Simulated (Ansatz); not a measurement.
Two shapes of doublet PO2.

Shape 1:

```xyz
3

O     0.0000    0.1949   -1.3648
P     0.0000   -0.3898    0.0000
O     0.0000    0.1949    1.3648
```

Shape 2:

```xyz
3

O     0.0000    0.2105   -1.4740
P     0.0000   -0.4210    0.0000
O     0.0000    0.2105    1.4740
```

Basis set: def2-SVP (spherical functions). Frozen core: 7 orbitals. Correlation on ROHF uses semicanonical orbitals with singles. Charge 0, multiplicity 2.

Computed with Ansatz (development build ahead of 0.2.0); each method stands on the lowest determinant of its kind that the runs found.

Problem. Which shape is lower in energy, and by how much in each method?

Solution.

| method | E(2) − E(1) (eV) |
| --- | --- |
| ROHF | 1.227 |
| UHF | 1.142 |
| ROHF-MP2 | 1.649 |
| UHF-MP2 | 1.496 |
| UHF-CCSD(T) | 0.595 |

Shape 1 is lower. Caution for UHF, UHF-MP2, UHF-CCSD(T): the unrestricted determinant is spin contaminated; the determinant may break the point group. Caution for ROHF-MP2: a plain start can end on a higher determinant. Caution for UHF-CCSD(T): another reference gives a lower total.
